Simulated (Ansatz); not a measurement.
# Si₂H₃ (doublet): from Hartree-Fock to the top rungs at twist about Si1–Si2 = 180.0°, cc-pVDZ

An exercise on one series of results from a longer session: the logs are not shown, and one member is left open.

Computed with Ansatz 0.2.0, Gaussian basis. Level: cc-pVDZ, core rule «outside noble gas», up to 10 orbitals frozen.

To be run: UHF; CCSD(T) on ROHF; CCSD(T) on UHF; BCCD(T) on ROHF; CISD; CCSDT(Q) on ROHF; CCSDT(Q) on UHF; CASSCF and MRCISD+Q, 3 electrons in 3 orbitals; CASSCF and NEVPT2, 3 electrons in 3 orbitals.

16 further runs of the same task are left out: 10 that didn't finish, 6 set aside as unsound or not needed.

**The system**

The geometry derives from a PBE0/def2-TZVP stationary point (not a proven minimum). One half is turned about the bond named; the halves are rigid.

5 atoms, charge 0, spin multiplicity 2.

Atoms are counted from 1 here; the program's logs count them from 0.

Bond lengths: Si1–Si2 2.282 Å, Si1–H3 1.492 Å, Si1–H4 1.491 Å, Si2–H5 1.528 Å. Angles: Si2–Si1–H3 129.4°, Si2–Si1–H4 123.7°, H3–Si1–H4 106.9°, Si1–Si2–H5 86.8°.

Set-up of the first run:

The input, in.yaml:

```yaml
crystal:
  periodic: [false, false, false]
  atoms:
    - {symbol: Si, position_ang: [0.000000, 0.075412, 1.087456]}
    - {symbol: Si, position_ang: [0.000000, -0.025003, -1.191976]}
    - {symbol: H, position_ang: [0.000000, 1.268526, 1.983464]}
    - {symbol: H, position_ang: [0.000000, -1.128144, 1.967446]}
    - {symbol: H, position_ang: [0.000000, -1.545010, -1.038535]}
basis:
  gaussian: {orbitals: cc-pVDZ}
magnetization: {spin_polarized: true, initial_magnetization: 1}
hamiltonian: {xc: hf}
output: {orbitals: {seedname: orbitals}}
```

Launch:

```sh
> ansatz run in.yaml --threads 1 --pin off --events-out ev --progress --plain --max-ram 2393MiB
```

Steps of the session up to this table: UHF; CCSD(T) on ROHF; CCSD(T) on UHF; BCCD(T) on ROHF; CISD; CCSDT(Q) on ROHF; CCSDT(Q) on UHF; CASSCF and MRCISD+Q, 3 electrons in 3 orbitals; CASSCF and NEVPT2, 3 electrons in 3 orbitals.

One of the session's tables, all rows but one given; the rest of the session is left out.

```
       method  from UCCSDT(Q) (kcal/mol)
         ROHF                    +141.56
          UHF                    +139.82
         RMP2                          ?
         UMP2                     +32.29
         CISD                     +17.63
        RCCSD                      +5.48
        UCCSD                      +5.42
     RCCSD(T)                      +1.17
     UCCSD(T)                      +1.17
      BCCD(T)                      +1.14
       RCCSDT                      +0.25
       UCCSDT                      +0.24
    RCCSDT(Q)                      +0.01
    UCCSDT(Q)                          0
  CASSCF pair                    +131.62
  NEVPT2 pair                     +31.82
  MRCISD pair                     +15.81
MRCISD+Q pair                      +2.20
```

Q: Estimate the row for RMP2 from the others.

As computed: from UCCSDT(Q) (kcal/mol): +31.93. In the column «from UCCSDT(Q) (kcal/mol)» it lies between NEVPT2 pair (+31.82) and UMP2 (+32.29).

Among the levels timed on like hardware and quicker than the yardstick, those that no quicker one beats, quickest first: NEVPT2 pair (1.6 s, +31.82 kcal/mol); MRCISD+Q pair (1.8 s, +2.20 kcal/mol); RCCSD(T) (2.8 s, +1.17 kcal/mol); BCCD(T) (3 s, +1.14 kcal/mol); RCCSDT(Q) (26 s, +0.01 kcal/mol).

To keep in mind: Of the multireference levels listed MRCISD+Q pair comes nearest in total energy (+2.20 kcal/mol), which doesn't show that its space is the better one. Restricted and unrestricted rows rest on different reference determinants; where their highest levels disagree by more than a few hundredths of an eV, they describe different states and don't form one ladder.
